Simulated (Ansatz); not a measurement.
Results of r²SCAN-D4 (Ansatz, a program for electronic structure, PAW) for rock-salt EuN.

Run with plane-wave cutoff 560 eV, 12×12×12 k mesh, Fermi–Dirac smearing 0.01 eV, spin-polarised with parallel moments, scalar-relativistic PAW data made under PBE.

Results at a series of volumes:

| V (Å³/atom) | E − E_lowest (meV/atom) | P (GPa) |
|---|---|---|
| 14.915 | 25.33 | 9.01 |
| 15.232 | 10.83 | 5.68 |
| 15.549 | 2.61 | 2.68 |
| 15.867 | 0.00 | 0.00 |
| 16.184 | 2.43 | -2.40 |
| 16.501 | 9.35 | -4.55 |
| 16.819 | 20.30 | -6.47 |

Estimate the bulk modulus from the pressures at 15.549 and 16.184 Å³/atom, and compare it with a fit to all energies.

B = −V dP/dV. Between V = 15.549 and 16.184 Å³/atom, dP/dV = (-2.40 − (2.68))/(16.184 − 15.549) = -8.00 GPa per Å³/atom; at the midpoint 15.867 Å³/atom this gives B ≈ 127 GPa. The third-order Birch–Murnaghan fit gives V0 = 15.866 Å³/atom, B0 = 127 GPa, B′ = 4.5, which lies within 1 % of that estimate.

Note: the magnetic order was assumed, not searched for or taken from measurement; the 4f shell is treated without U or exact exchange, so its levels and filling can be wrong.

Spin–orbit coupling is not included; it can open a gap where bands touch, and shift volumes and moduli.
